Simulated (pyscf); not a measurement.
One four-centre exchange on the singlet surface with elements of a group swapped. ωB97M-D3(BJ)/def2-TZVP, kJ/mol, from the separated reactants. Structures and frequencies: ωB97X-D3(BJ)/def2-SVP in PySCF.

```json
[
 {"step": "`[NH2][Ti]([NH2])([NH2])[NH2]` + `[H][H]` → `[NH3]` + `[NH2][TiH]([NH2])[NH2]`", "barrier": "[?]", "reaction energy": "[?]", "imaginary mode (i cm⁻¹)": "1308"},
 {"step": "`[NH2][Zr]([NH2])([NH2])[NH2]` + `[H][H]` → `[NH3]` + `[NH2][ZrH]([NH2])[NH2]`", "barrier": "99.6", "reaction energy": "+73.9", "imaginary mode (i cm⁻¹)": "1282"}
]
```

Task: Complete the blanks.

Result: 
- `[NH2][Ti]([NH2])([NH2])[NH2]` + `[H][H]` → `[NH3]` + `[NH2][TiH]([NH2])[NH2]`, barrier: 113.5
- `[NH2][Ti]([NH2])([NH2])[NH2]` + `[H][H]` → `[NH3]` + `[NH2][TiH]([NH2])[NH2]`, reaction energy: +66.4

Row 1: On the product side the descent ends in an adduct with a N–Ti contact (not fully relaxed), 56.7 kJ/mol under the separated species and 94.4 kJ/mol under the saddle at ωB97X-D3(BJ)/def2-TZVP. Row 2: On the product side the descent ends in an adduct with a N–Zr contact (not fully relaxed), 77.2 kJ/mol under the separated species and 91.2 kJ/mol under the saddle at ωB97X-D3(BJ)/def2-TZVP. Each row is the saddle that its search found. Elements past Kr carry the def2 core potentials, without spin-orbit coupling.
